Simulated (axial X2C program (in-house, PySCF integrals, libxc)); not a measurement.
## Bond lengths and stretching modes, held linear, of SSiS²⁺

Computed with an in-house all-electron X2C program for linear molecules (integrals from PySCF): two-component X2C with atomic mean-field Coulomb and Gaunt terms, Gaussian nuclei, basis S dyall-av3z, Si dyall-v3z with contracted cores. Spin-free rows use the one-electron spin-free X2C Hamiltonian.

Masses S 31.972, Si 27.977, S 31.972 u. States: 2c Ω = 1 (beyond evenly filled blocks: ω = -1/2, ω = 3/2); spin-free M_S = 1, Λ = 0 (beyond evenly filled blocks: π+α, π-α).

BHandHLYP, 2c: energies above the lowest point

```json
{"r(S–Si) (Å)": "1.9646", "r(Si–S) (Å)": "1.9646", "E (meV)": "29.23"}
{"r(S–Si) (Å)": "1.9646", "r(Si–S) (Å)": "2.0150", "E (meV)": "5.31"}
{"r(S–Si) (Å)": "1.9646", "r(Si–S) (Å)": "2.0654", "E (meV)": "19.99"}
{"r(S–Si) (Å)": "2.0150", "r(Si–S) (Å)": "1.9646", "E (meV)": "5.31"}
{"r(S–Si) (Å)": "2.0150", "r(Si–S) (Å)": "2.0150", "E (meV)": "0.00"}
{"r(S–Si) (Å)": "2.0150", "r(Si–S) (Å)": "2.0654", "E (meV)": "32.34"}
{"r(S–Si) (Å)": "2.0150", "r(Si–S) (Å)": "2.1158", "E (meV)": "92.23"}
{"r(S–Si) (Å)": "2.0654", "r(Si–S) (Å)": "1.9646", "E (meV)": "19.99"}
{"r(S–Si) (Å)": "2.0654", "r(Si–S) (Å)": "2.0150", "E (meV)": "32.34"}
{"r(S–Si) (Å)": "2.0654", "r(Si–S) (Å)": "2.0654", "E (meV)": "81.38"}
{"r(S–Si) (Å)": "2.1158", "r(Si–S) (Å)": "2.0150", "E (meV)": "92.23"}
{"r(S–Si) (Å)": "2.1158", "r(Si–S) (Å)": "2.1158", "E (meV)": "247.71"}
```

Q: Fit a quadratic surface with cubic terms in each bond: where is the minimum, and what are the two stretching wavenumbers?

A: At BHandHLYP, 2c: bonds 2.001 and 2.001 Å; harmonic stretches 434.1 and 502.2 cm⁻¹; force constants 2.5, 2.5 and coupling 1.05 mdyn/Å.

The other levels and Hamiltonians give:

| Hamiltonian | level | r(S–Si) (Å) | r(Si–S) (Å) | lower stretch (cm⁻¹) | upper stretch (cm⁻¹) |
| --- | --- | --- | --- | --- | --- |
| 2c | PBE0 | 2.013 | 2.013 | 431.0 | 552.0 |
| spin-free | PBE0 | 2.012 | 2.012 | 431.1 | 552.3 |
| spin-free | BHandHLYP | 2.001 | 2.001 | 434.2 | 502.4 |

Each state is one determinant, the lowest of a limited PBE0 search; the stretches come from a fit to these few points and carry an uncertainty of a few per cent. Other orders of the atoms were not compared. Left out for rough or failed fits: HF 2c, MP2 2c, HF spin-free, MP2 spin-free. A multiply charged ion may be only metastable. The molecule was held linear; bending was not examined, so a bent shape may lie lower. Open-shell Ω = 0 determinants with evenly filled partner blocks cannot be reached by this program, so the Ω shown need not be the lowest component. Note: several unpaired electrons, one determinant need not be a pure state.
